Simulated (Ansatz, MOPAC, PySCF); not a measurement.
Molecule: C₃H₃, charge -1, multiplicity 1. SMILES: [C-]1=CC1
Structure (B3LYP-D3(BJ)/def2-TZVP (Ansatz, a program for electronic structure) minimum search):
```xyz
6

C     -0.0116    -0.0264     0.8318
C      0.0105    -0.7571    -0.6280
C      0.0060     0.5557    -0.5132
H      0.8884    -0.0678     1.4598
H     -0.9287    -0.0719     1.4343
H      0.0112     1.5065    -1.0375
```
Charge -1, spin multiplicity 1.

Unscaled harmonic wavenumbers (cm⁻¹) in rising order, each level at the stationary point that it reaches from this structure (no distance between atoms moves by over 0.3 Å); the order of modes can differ between levels, and a negative number is imaginary. B3LYP-D3(BJ)/def2-TZVP (PySCF, at the structure above): 606, 618, 873, 919, 965, 1072, 1156, 1484, 1606, 2923, 2934, 3093.

AM1 (MOPAC): 759, 837, 919, 995, 1025, 1079, 1263, 1447, 1862, 3060, 3144, 3406. Zero-point energy 28.3 against 26.1 kcal/mol; where all levels lie over 400 cm⁻¹, the wavenumbers are on average 1.105 times those of B3LYP-D3(BJ)/def2-TZVP.

HF/6-31G* (Ansatz): 670, 728, 1001, 1019, 1080, 1179, 1271, 1633, 1767, 3048, 3058, 3296. Zero-point energy 28.2 against 26.1 kcal/mol; where all levels lie over 400 cm⁻¹, the wavenumbers are on average 1.101 times those of B3LYP-D3(BJ)/def2-TZVP.
